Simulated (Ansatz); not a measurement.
What each rung costs, and what it gives

Saddle point of CH7NSi, closed shell (CH₇NSi ([CH3][NH][SiH3]) → CH₅N ([CH3][NH2]) + SiH₂ (still joined by a long Si–N bond); bonds formed: N2–H4; bonds broken: Si1–H4; bonds weakened to dative contacts: Si1–N2), PBE0-D4/def2-TZVP structure:

```
atom    x (Å)    y (Å)    z (Å)
 Si1  -1.0092   1.2486   0.1428
  N2   0.3131   0.0943  -0.5351
  C3   0.4555  -1.1850   0.1203
  H4  -0.9648   0.1800  -1.0582
  H5  -0.4727   2.5854  -0.2617
  H6  -0.8932   1.2107   1.6420
  H7   1.1623   0.4528  -0.9541
  H8   0.9396  -1.9209  -0.5264
  H9   1.0155  -1.1086   1.0600
 H10  -0.5460  -1.5572   0.3704
```

Barriers are electronic and count from the start structure reached by relaxing down the imaginary mode.

Computed with Ansatz 0.2.0 (basis: as named in each row); correlated methods freeze the cores. B3LYP uses VWN-RPA correlation. Extrapolation: Hartree–Fock as exp(−7.88 √X), correlation as X^−2.97.

Times are rough, for one single point on 2 threads of a shared host (Intel Xeon Platinum 8375C).

The estimate by CCSD(T) at an estimated basis limit (MP2 extrapolated from triple and quadruple zeta, plus CCSD(T) − MP2 in triple zeta) is 71.47 kcal/mol.

```json
{"method": "HF", "basis": "STO-3G", "time (s)": "under 1", "barrier (kcal/mol)": "110.95", "method less estimate": "39.48"}
{"method": "PBE-D4", "basis": "STO-3G", "time (s)": "under 1", "barrier (kcal/mol)": "73.00", "method less estimate": "1.53"}
{"method": "SPW92", "basis": "def2-SVP", "time (s)": "under 1", "barrier (kcal/mol)": "54.84", "method less estimate": "-16.63"}
{"method": "B3LYP-D4", "basis": "6-31G", "time (s)": "under 1", "barrier (kcal/mol)": "58.60", "method less estimate": "-12.87"}
{"method": "PBE-D4", "basis": "def2-SVP", "time (s)": "under 1", "barrier (kcal/mol)": "58.87", "method less estimate": "-12.60"}
{"method": "PBE0-D4", "basis": "def2-SVP", "time (s)": "under 1", "barrier (kcal/mol)": "65.61", "method less estimate": "-5.86"}
{"method": "SPW92", "basis": "def2-TZVPP", "time (s)": "1", "barrier (kcal/mol)": "57.11", "method less estimate": "-14.37"}
{"method": "PBE-D4", "basis": "def2-TZVPP", "time (s)": "2", "barrier (kcal/mol)": "60.87", "method less estimate": "-10.61"}
{"method": "BLYP-D4", "basis": "def2-TZVPP", "time (s)": "2", "barrier (kcal/mol)": "64.30", "method less estimate": "-7.17"}
{"method": "CCSD(T)", "basis": "def2-SVP", "time (s)": "2", "barrier (kcal/mol)": "70.84", "method less estimate": "-0.63"}
{"method": "BHLYP-D4", "basis": "def2-TZVPP", "time (s)": "2", "barrier (kcal/mol)": "77.21", "method less estimate": "5.74"}
{"method": "B3LYP-D4", "basis": "def2-TZVPP", "time (s)": "2", "barrier (kcal/mol)": "69.43", "method less estimate": "-2.04"}
{"method": "PBE0-D4", "basis": "def2-TZVPP", "time (s)": "2", "barrier (kcal/mol)": "67.43", "method less estimate": "-4.04"}
{"method": "CAM-B3LYP-D4", "basis": "def2-TZVPP", "time (s)": "2", "barrier (kcal/mol)": "72.41", "method less estimate": "0.94"}
{"method": "r2SCAN-D4", "basis": "def2-TZVPP", "time (s)": "3", "barrier (kcal/mol)": "66.42", "method less estimate": "-5.06"}
{"method": "wB97M-V", "basis": "def2-SVP", "time (s)": "3", "barrier (kcal/mol)": "68.64", "method less estimate": "-2.83"}
{"method": "r2SCAN0-D4", "basis": "def2-TZVPP", "time (s)": "3", "barrier (kcal/mol)": "70.88", "method less estimate": "-0.59"}
{"method": "RPA on PBE", "basis": "def2-TZVPP", "time (s)": "4", "barrier (kcal/mol)": "69.78", "method less estimate": "-1.69"}
{"method": "B2PLYP", "basis": "def2-TZVPP", "time (s)": "4", "barrier (kcal/mol)": "71.11", "method less estimate": "-0.36"}
{"method": "PBE-QIDH", "basis": "def2-TZVPP", "time (s)": "4", "barrier (kcal/mol)": "72.37", "method less estimate": "0.90"}
{"method": "wB97X-V", "basis": "def2-TZVPP", "time (s)": "6", "barrier (kcal/mol)": "73.01", "method less estimate": "1.54"}
{"method": "wB97M-V", "basis": "def2-TZVPP", "time (s)": "6", "barrier (kcal/mol)": "70.91", "method less estimate": "-0.56"}
{"method": "B97M-V", "basis": "def2-TZVPP", "time (s)": "6", "barrier (kcal/mol)": "67.44", "method less estimate": "-4.03"}
{"method": "MP2", "basis": "def2-QZVPP", "time (s)": "18", "barrier (kcal/mol)": "72.02", "method less estimate": "0.55"}
{"method": "CCSD(T)", "basis": "def2-TZVPP", "time (s)": "30", "barrier (kcal/mol)": "71.43", "method less estimate": "-0.04"}
```

All methods are single points on the PBE0-D4 structures.

The T1 diagnostic stays at or below 0.013. The restricted Hartree–Fock reference is unstable towards an unrestricted one at one or more of these structures.

Losses and insertions of silylenes and their heavier kin drive the gas-phase chemistry of silicon and germanium vapour deposition.

Labels in which every atom is bracketed show which atoms are joined, not bond orders.
